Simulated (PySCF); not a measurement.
Several orderings of computed values.

Each SMILES stands for a single optimised conformer of the isolated species, non-relativistic unless stated. Electronic properties by PySCF.

Dipoles, sizes and rotational constants follow the conformer. The torsions of the flexible species, by atom-mapped SMILES:
- `[F:1]/[CH:2]=[C:3](\[F:4])[CH2:5][Cl:6]`: C2–C3–C5–Cl6 -83°
- `[CH3:1][CH2:2][P:3]([CH3:4])[CH2:5][SiH3:6]`: C1–C2–P3–C4 75°, C2–P3–C5–Si6 -176°
- `[H]/[N:4]=[C:3](/[CH:2]=[CH2:1])[C:5]#[N:6]`: C1–C2–C3–N4 180°
- `[CH3:1][N:2]([SiH3:3])[SiH2:4][NH2:5]`: C1–N2–Si4–N5 51°, H–N5–Si4–N2 50°, H–N5–Si4–N2 -175°
- `[CH2:1]=[N:2][c:3]1[cH:4][cH:5][cH:6][c:7]([Cl:8])[cH:9]1`: C1–N2–C3–C4 136°
- `[N:1]#[C:2][CH2:3][CH2:4][C:5]#[N:6]`: C2–C3–C4–C5 180°
- `[CH3:1][C:2](=[O:3])[N:4]([CH3:5])[SiH2:6][NH2:7]`: C1–C2–N4–C5 0°, C2–N4–Si6–N7 -128°, H–N7–Si6–N4 -169°, H–N7–Si6–N4 57°
- `[CH3:1][Si@@H:2]([NH2:3])[PH2:4]`: H–N3–Si2–C1 -56°, H–N3–Si2–C1 164°, H–P4–Si2–C1 55°, H–P4–Si2–C1 -37°
- `[CH3:1][N:2]([CH3:3])[SiH2:4][C:5]([NH2:6])=[O:7]`: C1–N2–Si4–C5 -162°, N2–Si4–C5–N6 38°, H–N6–C5–Si4 177°, H–N6–C5–Si4 0°

(1) Rank by smallest rotational constant, lowest first (GFN2-xTB).
A. `F/C=C(\F)CCl`
B. `C=Nc1cccc(Cl)c1`
C. `CC(=O)N(C)[SiH2]N`
D. `[H]/N=C(\C#N)C=C`
E. `CN([SiH3])[SiH2]N`
F. `C(C#N)CC#N`
G. `c1cnccn1`
H. `CCP(C)C[SiH3]`

(2) By how much do the two ends of that ranking differ?

(3) Rank by lowest triplet excitation (Tamm–Dancoff), highest first (TDA CAM-B3LYP/def2-SVPD at GFN2-xTB geometries).
A. `CN(C)[SiH2]C(N)=O`
B. `C[Si@@H](N)P`
C. `FP(F)F`
D. `CCP(C)C[SiH3]`
E. `CC(=O)N(C)[SiH2]N`

(4) Rank by dipole moment, lowest first (CAM-B3LYP/def2-SVPD at GFN2-xTB geometries).
A. `CN(C)[SiH2]C(N)=O`
B. `FP(F)F`
C. `N[SiH2]N(C(C)=O)C`
D. `CCP(C)C[SiH3]`

(5) By how much do the two ends of that ranking differ?

(6) Rank by HOMO–LUMO gap, highest first (CAM-B3LYP/def2-SVPD at GFN2-xTB geometries).
A. `CN(C)[SiH2]C(N)=O`
B. `CC(=O)N(C)[SiH2]N`
C. `CCP(C)C[SiH3]`
D. `FP(F)F`

(7) Rank by electronic spatial extent ⟨r²⟩ about the centre of nuclear charge, lowest first (CAM-B3LYP/def2-SVPD at GFN2-xTB geometries).
A. `FP(F)F`
B. `CN([SiH2]C(=O)N)C`
C. `C[Si@@H](N)P`
D. `CCP(C)C[SiH3]`

(8) Rank by static isotropic polarisability, highest first (CAM-B3LYP/def2-SVPD at GFN2-xTB geometries).
A. `CC(=O)N(C)[SiH2]N`
B. `FP(F)F`
C. `[SiH2](C(N)=O)N(C)C`
D. `C[Si@@H](N)P`
E. `CCP(C)C[SiH3]`

Answers

(1) B (0.704 GHz), H (0.949 GHz), C (1.200 GHz), A (1.301 GHz), F (1.469 GHz), E (1.529 GHz), D (2.125 GHz), G (3.129 GHz).

(2) By 2.425 GHz, between `c1cnccn1` and `C=Nc1cccc(Cl)c1`.

(3) C (5.92 eV), B (5.69 eV), D (5.34 eV), E (5.08 eV), A (4.06 eV).

(4) D (1.46 D), B (1.77 D), C (3.34 D), A (4.34 D).

(5) By 2.88 D, between `CN(C)[SiH2]C(N)=O` and `CCP(C)C[SiH3]`.

(6) D (11.56 eV), B (9.43 eV), C (9.06 eV), A (8.76 eV).

(7) A (264 bohr²), C (620 bohr²), B (1091 bohr²), D (1321 bohr²).

(8) E (103.5 au), C (82.6 au), A (79.7 au), D (74.9 au), B (25.8 au).
